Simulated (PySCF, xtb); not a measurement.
## Two isomers of CHBN

Structure I: `[BH][N+]#[C-]`, a doublet. Structure II: `[BH]C#N`, a doublet. Both are isolated molecules in the gas phase, relaxed with B3LYP-D3(BJ)/def2-SVP.

Energies in hartree; the thermal terms are from B3LYP-D3(BJ)/def2-SVP harmonic frequencies (ideal gas, rigid rotor, one conformer each, 298.15 K, 1 atm) and include the zero-point energy:

|  | I | II |
| --- | --- | --- |
| E, CCSD(T)/def2-SVP | −117.770150 | −117.773005 |
| zero-point energy | 0.016439 | 0.016493 |
| H(298 K) − E | 0.021143 | 0.021202 |
| G(298 K) − E | −0.007322 | −0.007228 |

Question: Work out ΔE, ΔE₀, ΔH and ΔG for I → II in kcal/mol (1 Eh = 627.51 kcal/mol) and the equilibrium ratio [II]/[I].

Answer: 1. ΔE = −117.773005 − (−117.770150) = −0.002855 Eh = −1.79 kcal/mol.
2. ΔE₀ = ΔE + ΔZPE = −0.002855 + (+0.000054) Eh = −1.76 kcal/mol.
3. ΔH = ΔE + (+0.000059) Eh = −1.75 kcal/mol.
4. ΔG = ΔE + (+0.000094) Eh = −1.73 kcal/mol, so ΔS = (ΔH − ΔG)/T = −0.3 J/(mol K).
5. kT = 0.9442 mEh, so K = [II]/[I] = exp(−ΔG/kT) = exp(+2.92) ≈ 19.

Structure II is favoured at this temperature. An error of 1 kcal/mol in ΔG would change K by a factor of 5.4. HF/def2-SVP, MP2/def2-SVP gave ΔE the other sign. Large T1 diagnostics make the coupled-cluster value less sure. Mirror images and further conformers aren't counted.

As drawn, II has 1 C–B in place of 1 B–N.

Other levels gave ΔE = −2.4 (GFN2-xTB); −7.7 (HF/STO-3G, GFN2-xTB geometries); −4.6 (r2SCAN-D4/def2-SVP, GFN2-xTB geometries); +0.1 (B3LYP-D3(BJ)/def2-SVP); +4.0 (HF/def2-SVP); +3.6 (MP2/def2-SVP) kcal/mol. Open shells are spin-unrestricted, with notable spin contamination. The correlated steps freeze 3 core orbitals. Programs: PySCF 2.14.0, xtb 6.7.1.
